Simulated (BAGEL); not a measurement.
# C2H3F3 (1,1,1-trifluoroethane): a chain of runs

We compute the energy (HF/x2c-SVPall), then a single-point energy (NEVPT2(2,2)/x2c-SVPall) of C2H3F3 (1,1,1-trifluoroethane). 

The calculation is run with BAGEL 1.2.2.

4 further runs of the same task are left out: 1 that didn't finish, 3 set aside as unsound or not needed.

## (1) The system as given

C2H3F3 has 8 atoms, charge 0, and is taken as a singlet. SMILES: `CC(F)(F)F`. One bond was lengthened or shortened from a relaxed shape.

Bond lengths: C1–C2 1.497 Å, C2–F3 1.341 Å, C2–F4 1.341 Å, C2–F5 1.341 Å, C1–H6 1.089 Å, C1–H7 1.035 Å, C1–H8 1.089 Å. Some angles: C1–C2–F3 111.8°, C1–C2–F4 111.8°, C1–C2–F5 111.8°, F3–C2–F4 107.1°, F3–C2–F5 107.1°, F4–C2–F5 107.1°, C2–C1–H6 109.3°, C2–C1–H7 109.3°, C2–C1–H8 109.3°, H6–C1–H7 109.7°.

## (2) A single-point energy at HF/x2c-SVPall (DKH2, density fitting with qzvpp-jkfit) (run 1)

The input, input.json:

```json
{ "bagel": [

{
  "title": "molecule",
  "basis": "x2c-svpall.json",
  "df_basis": "qzvpp-jkfit",
  "angstrom": false,
  "dkh": true,
  "finite_nucleus": true,
  "geometry": [
    { "atom": "C", "xyz": [ -1.17452715, -0.36883486,  0.90421127 ] },
    { "atom": "C", "xyz": [  1.04212160,  0.10624229, -0.78747155 ] },
    { "atom": "F", "xyz": [  3.18733869, -0.82331399,  0.19065069 ] },
    { "atom": "F", "xyz": [  0.73523007, -0.96731112, -3.06270181 ] },
    { "atom": "F", "xyz": [  1.41364175,  2.58253941, -1.17713308 ] },
    { "atom": "H", "xyz": [ -0.84609275,  0.53313142,  2.72477342 ] },
    { "atom": "H", "xyz": [ -1.39461788, -2.29526135,  1.15500061 ] },
    { "atom": "H", "xyz": [ -2.86998943,  0.41464560,  0.03966157 ] }
  ]
},
{
  "title": "hf"
},
{
  "title": "print",
  "file": "orbitals.molden",
  "orbitals": true
}

]}
```

The basis set x2c-SVPall is read from a file made from the Basis Set Exchange's data (not shown).

Launch:

```sh
$ BAGEL_NUM_THREADS=1 BAGEL input.json > input.out
```

The log of the run:

```text
* using 1 threads per process

  ===============================================================
  ===============================================================

  *** Geometry ***

  { "atom" : "C", "xyz" : [     -1.174527,     -0.368835,      0.904211 ] },
  { "atom" : "C", "xyz" : [      1.042122,      0.106242,     -0.787472 ] },
  { "atom" : "F", "xyz" : [      3.187339,     -0.823314,      0.190651 ] },
  { "atom" : "F", "xyz" : [      0.735230,     -0.967311,     -3.062702 ] },
  { "atom" : "F", "xyz" : [      1.413642,      2.582539,     -1.177133 ] },
  { "atom" : "H", "xyz" : [     -0.846093,      0.533131,      2.724773 ] },
  { "atom" : "H", "xyz" : [     -1.394618,     -2.295261,      1.155001 ] },
  { "atom" : "H", "xyz" : [     -2.869989,      0.414646,      0.039662 ] },

  Number of auxiliary basis functions:      435

  Since a DF basis is specified, we compute 2- and 3-index integrals:
    o Being stored without compression. Storage requirement is 0.025 GB

  Number of basis functions:       85
  Number of electrons      :       42

    * METHOD: MOLECULE                             0.20

  *** RHF ***

  === Nuclear Repulsion ===
   202.3690697474

      * DIIS with orbital gradients will be used.

  === RHF iteration (x2c-svpall.json) ===
      0       -374.86142206          0.02133565           0.06
      1       -375.04076255          0.01285053           0.05
      2       -375.11140067          0.00151826           0.05
      3       -375.11300128          0.00045457           0.05
      4       -375.11312324          0.00006408           0.05
      5       -375.11312776          0.00001282           0.05
      6       -375.11312797          0.00000434           0.05
      7       -375.11312798          0.00000133           0.05
      8       -375.11312798          0.00000047           0.05
      9       -375.11312798          0.00000015           0.06
     10       -375.11312798          0.00000003           0.06
     11       -375.11312798          0.00000001           0.05
    * SCF iteration converged.

    * Permanent dipole moment:
           (    0.797669,     0.174982,    -0.609107) a.u.

    * METHOD: HF                                   0.83

    * METHOD: PRINT                                0.03

  ===============================================================
```

Run time: 1.3 s. Hardware: 1 thread of AMD EPYC 7B13 (Zen 3), shared host.

## (3) A single-point energy at NEVPT2(2,2)/x2c-SVPall (DKH2, density fitting with qzvpp-jkfit, 2 states averaged) (run 2)

The input, job.json:

```json
{ "bagel": [

{
  "title": "molecule",
  "basis": "x2c-svpall.json",
  "df_basis": "qzvpp-jkfit",
  "angstrom": false,
  "dkh": true,
  "finite_nucleus": true,
  "geometry": [
    { "atom": "C", "xyz": [    -1.17452715,    -0.36883486,     0.90421127 ] },
    { "atom": "C", "xyz": [     1.04212160,     0.10624229,    -0.78747155 ] },
    { "atom": "F", "xyz": [     3.18733869,    -0.82331399,     0.19065069 ] },
    { "atom": "F", "xyz": [     0.73523007,    -0.96731112,    -3.06270181 ] },
    { "atom": "F", "xyz": [     1.41364175,     2.58253941,    -1.17713308 ] },
    { "atom": "H", "xyz": [    -0.84609275,     0.53313142,     2.72477342 ] },
    { "atom": "H", "xyz": [    -1.39461788,    -2.29526135,     1.15500061 ] },
    { "atom": "H", "xyz": [    -2.86998943,     0.41464560,     0.03966157 ] }
  ]
},

{
  "title": "hf"
},

{
  "title": "casscf",
  "nstate": 2,
  "nact": 2,
  "nclosed": 20,
  "active": [19, 24],
  "maxiter": 200,
  "natocc": true
},

{
  "title": "nevpt2",
  "nstate": 2,
  "nact": 2,
  "nclosed": 20,
  "active": [19, 24],
  "maxiter": 200,
  "natocc": true,
  "ncore": 5
}

]}
```

The basis set x2c-SVPall is read from a file made from the Basis Set Exchange's data (not shown).

Launch:

```sh
$ BAGEL_NUM_THREADS=1 BAGEL job.json > job.out
```

The log of the run:

```text
* using 1 threads per process

  ===============================================================
  ===============================================================

  *** Geometry ***

  { "atom" : "C", "xyz" : [     -1.174527,     -0.368835,      0.904211 ] },
  { "atom" : "C", "xyz" : [      1.042122,      0.106242,     -0.787472 ] },
  { "atom" : "F", "xyz" : [      3.187339,     -0.823314,      0.190651 ] },
  { "atom" : "F", "xyz" : [      0.735230,     -0.967311,     -3.062702 ] },
  { "atom" : "F", "xyz" : [      1.413642,      2.582539,     -1.177133 ] },
  { "atom" : "H", "xyz" : [     -0.846093,      0.533131,      2.724773 ] },
  { "atom" : "H", "xyz" : [     -1.394618,     -2.295261,      1.155001 ] },
  { "atom" : "H", "xyz" : [     -2.869989,      0.414646,      0.039662 ] },

  Number of auxiliary basis functions:      435

  Since a DF basis is specified, we compute 2- and 3-index integrals:
    o Being stored without compression. Storage requirement is 0.025 GB

  Number of basis functions:       85
  Number of electrons      :       42

    * METHOD: MOLECULE                             0.19

  *** RHF ***

  === Nuclear Repulsion ===
   202.3690697474

      * DIIS with orbital gradients will be used.

  === RHF iteration (x2c-svpall.json) ===
      0       -374.86142206          0.02133565           0.06
      1       -375.04076255          0.01285053           0.05
      2       -375.11140067          0.00151826           0.05
      3       -375.11300128          0.00045457           0.05
      4       -375.11312324          0.00006408           0.05
      5       -375.11312776          0.00001282           0.05
      6       -375.11312797          0.00000434           0.04
      7       -375.11312798          0.00000133           0.04
      8       -375.11312798          0.00000047           0.05
      9       -375.11312798          0.00000015           0.05
     10       -375.11312798          0.00000003           0.06
     11       -375.11312798          0.00000001           0.06
    * SCF iteration converged.

    * Permanent dipole moment:
           (    0.797669,     0.174982,    -0.609107) a.u.

    * METHOD: HF                                   0.78

  ---------------------------
      CASSCF calculation
  ---------------------------

    ==== Active orbitals : =====
         Orbital 19
         Orbital 24
    ============================

    * nstate   :      2
    * nclosed  :     20
    * nact     :      2
    * nvirt    :     63
  === CASSCF iteration (x2c-svpall.json) ===

    * Using the second-order algorithm

      0  0      -375.11399647     5.68e-03      0.01
      0  1      -374.51047232     0.00e+00      0.01

      1  0      -375.11013484     8.41e-04      0.32
      1  1      -374.53129704     0.00e+00      0.32

      2  0      -375.10941234     1.28e-03      0.31
      2  1      -374.56230661     0.00e+00      0.31

      3  0      -375.10461892     3.98e-03      0.28
      3  1      -374.60709981     0.00e+00      0.28

      4  0      -375.10694305     5.14e-05      0.33
      4  1      -374.61000688     0.00e+00      0.33

      5  0      -375.10696090     5.32e-07      0.33
      5  1      -374.60999039     0.00e+00      0.33

      6  0      -375.10696082     1.02e-07      0.30
      6  1      -374.60999047     0.00e+00      0.30

      7  0      -375.10696080     1.97e-08      0.30
      7  1      -374.60999049     0.00e+00      0.30

      8  0      -375.10696080     3.77e-09      0.27
      8  1      -374.60999049     0.00e+00      0.27

    * Second-order optimization converged. *

     guess   0:   closed 1.                   open ..
     guess   1:   closed ..                   open 11

  === FCI iteration ===

      0  0      -375.10679105     6.99e-03      0.00
      0  1      -374.60999049     2.10e-06      0.00

      1  0 *    -375.10696080     1.75e-13      0.00
      1  1 *    -374.60999049     1.77e-16      0.00

     * ci vector, state   0, <S^2> = 0.0000
       2.     0.9999261904

     * ci vector, state   1, <S^2> = 0.0000
       ba    -0.7071066830
       ab    -0.7071066830

    * METHOD: CASSCF                               2.66

    * freezing 5 orbitals

  === DF-NEVPT2 calculation ===

    * 3-index integral transformation done
    * assembly done

      NEVPT2 state 0 correlation energy:   -0.8328268173      0.22

          (+0)     -0.7390223674
          (+0)'    -0.0096656660
          (+1)     -0.0092397246
          (+1)'    -0.0004851724
          (+2)     -0.0007739769
          (-1)     -0.0577516574
          (-1)'    -0.0026814197
          (-2)     -0.0132068329

      NEVPT2 state 0 total energy:       -375.9397876160

    * METHOD: NEVPT2                               0.33

  ===============================================================
```

Wall time 4.2 s (1 thread of AMD EPYC 7B13 (Zen 3), shared host).

## (4) Summary of results

```
                                       quantity          value
             run 1, HF/x2c-SVPall: total energy  -375.11313 Eh
            run 1, HF/x2c-SVPall: dipole moment         2.59 D
              run 1, HF/x2c-SVPall: HOMO energy      -15.51 eV
              run 1, HF/x2c-SVPall: LUMO energy        4.93 eV
            run 1, HF/x2c-SVPall: HOMO–LUMO gap       20.44 eV
run 2, NEVPT2(2,2)/x2c-SVPall: energy of root 0  -375.93979 Eh
```
